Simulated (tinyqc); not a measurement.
Inside a calculation. Method: harmonic frequencies on the UHF/sto-3g surface (energies and gradients from PySCF), for NH3+, spin multiplicity 2. Computed by tinyqc, a small Python program that keeps every step (integrals from PySCF). Settings: charge = 1, multiplicity = 2, basis = sto-3g, delta = 0.005. Command: `OMP_NUM_THREADS=1 python tinyqc.py 31224 31225 out.jsonl` (the two numbers bound the seeds that draw the settings). One thread of a shared host (Intel(R) Xeon(R) Processor @ 2.60GHz), about 2 s of CPU time with the checks.

## One row of the Hessian: 2Hx

optimised positions (bohr):
```
            x          y         z
1N   0.066146   0.009421  0.247552
2H   2.061094   0.053080  0.187988
3H  -0.970848   1.715023  0.217721
4H  -0.891831  -1.739729  0.336956
```

gradient at +delta (hartree/bohr):
```
              x            y            z
1N  -0.00260672  -0.00006445   0.00007495
2H   0.00258924   0.00005516  -0.00007609
3H   0.00000592  -0.00001882   0.00000147
4H   0.00001157   0.00002811  -0.00000034
```

gradient at -delta (hartree/bohr):
```
              x            y            z
1N   0.00265073   0.00002982  -0.00007577
2H  -0.00264366  -0.00004526   0.00007782
3H  -0.00000094   0.00001815  -0.00000147
4H  -0.00000613  -0.00000272  -0.00000059
```

Displace 2Hx by +/-0.005 bohr; H(k, :) = (g(+) - g(-)) / (2 delta).

row of the Hessian (hartree/bohr^2): 1Nx -0.52574537, 1Ny -0.00942771, 1Nz 0.01507169, 2Hx 0.52329028, 2Hy 0.01004198, 2Hz -0.01539074, 3Hx 0.00068512, 3Hy -0.00369694, 3Hz 0.00029459, 4Hx 0.00176997, 4Hy 0.00308267, 4Hz 0.00002446

## Hessian by finite differences

All rows are made in the same way, and the matrix is symmetrised.

Hessian (symmetrised) (hartree/bohr^2):
```
             1Nx          1Ny          1Nz          2Hx          2Hy          2Hz          3Hx          3Hy
1Nx   0.92611281  -0.00085276  -0.02525292  -0.52574517  -0.00943194   0.01507221  -0.20878273   0.19306856
1Ny  -0.00085276   0.92576483  -0.03053804  -0.00942725  -0.09162985   0.00282913   0.19306731  -0.40884615
1Nz  -0.02525292  -0.03053804   0.05877377   0.01507237   0.00282987  -0.01952456  -0.00127090   0.00809733
2Hx  -0.52574517  -0.00942725   0.01507237   0.52329028   0.01004187  -0.01539075   0.00068505  -0.00369697
2Hy  -0.00943194  -0.09162985   0.00282987   0.01004187   0.06189272  -0.00224682   0.02670801   0.01538530
2Hz   0.01507221   0.00282913  -0.01952456  -0.01539075  -0.00224682   0.00685366  -0.00077518  -0.00021057
3Hx  -0.20878273   0.19306731  -0.00127090   0.00068505   0.02670801  -0.00077518   0.18640802  -0.20518233
3Hy   0.19306856  -0.40884615   0.00809733  -0.00369697   0.01538530  -0.00021057  -0.20518233   0.39905384
3Hz  -0.00127061   0.00809726  -0.01924026   0.00029443  -0.00109538   0.00636078   0.00197919  -0.00784607
4Hx  -0.19158604  -0.18278746   0.01145142   0.00177012  -0.02731793   0.00109374   0.02169006   0.01581083
4Hy  -0.18278427  -0.42529451   0.01961160   0.00308270   0.01435242  -0.00037196  -0.01459401  -0.00559060
4Hz   0.01145143   0.01961179  -0.02000632   0.00002390   0.00051229   0.00630925   0.00006687  -0.00004074

             3Hz          4Hx          4Hy          4Hz
1Nx  -0.00127061  -0.19158604  -0.18278427   0.01145143
1Ny   0.00809726  -0.18278746  -0.42529451   0.01961179
1Nz  -0.01924026   0.01145142   0.01961160  -0.02000632
2Hx   0.00029443   0.00177012   0.00308270   0.00002390
2Hy  -0.00109538  -0.02731793   0.01435242   0.00051229
2Hz   0.00636078   0.00109374  -0.00037196   0.00630925
3Hx   0.00197919   0.02169006  -0.01459401   0.00006687
3Hy  -0.00784607   0.01581083  -0.00559060  -0.00004074
3Hz   0.00654921  -0.00100300   0.00084395   0.00632940
4Hx  -0.00100300   0.16812631   0.19429565  -0.01154219
4Hy   0.00084395   0.19429565   0.41653540  -0.02008365
4Hz   0.00632940  -0.01154219  -0.02008365   0.00736680
```

## Normal modes

masses (u): 1N 14.003074, 2H 1.007825, 3H 1.007825, 4H 1.007825

Diagonalise H_ij / sqrt(m_i m_j); the 6 smallest eigenvalues belong to translations and rotations; wavenumber = sqrt(eigenvalue / 1822.888) x 219474.63; each mode has its largest component positive (the first on a tie); zero-point energy = sum of wavenumbers / 2, with 349.755 1/cm per kcal/mol.

eigenvalues of the mass-weighted Hessian (hartree/(bohr^2 u)): -0.000006  -0.000002  -0.000002  0.000000  0.000000  0.000000  0.022907  0.100683  0.100692  0.512874  0.580780  0.580806

harmonic wavenumbers of the vibrations (1/cm): 778.0  1631.1  1631.2  3681.4  3917.5  3917.6

mass-weighted modes:
```
        mode 1     mode 2     mode 3     mode 4     mode 5     mode 6
1Nx  -0.012244  -0.221420  -0.166912   0.000032   0.181949  -0.259675
1Ny  -0.014812   0.167110  -0.221200  -0.000060  -0.259808  -0.181654
1Nz  -0.420973   0.000561   0.012636   0.000000   0.003847   0.013944
2Hx   0.015214  -0.059448  -0.069720   0.576880  -0.429741   0.643410
2Hy   0.018395  -0.484353   0.609642   0.012622   0.002304   0.021886
2Hz   0.523015   0.018770  -0.019415  -0.017224   0.012420  -0.019485
3Hx   0.015219   0.202441   0.635695  -0.299985  -0.402034  -0.014014
3Hy   0.018402   0.220663   0.347072   0.493403   0.659500   0.050047
3Hz   0.523174  -0.013652  -0.030701  -0.008630  -0.011504  -0.001353
4Hx   0.015208   0.682359   0.056194  -0.277014   0.153556   0.338549
4Hy   0.018398  -0.359217  -0.132184  -0.505802   0.306638   0.605189
4Hz   0.522922  -0.007210   0.003017   0.025852  -0.015255  -0.031140
```

zero-point energy = 22.239531 kcal/mol

Within a degenerate level the vectors are fixed only up to a rotation; this is one choice.
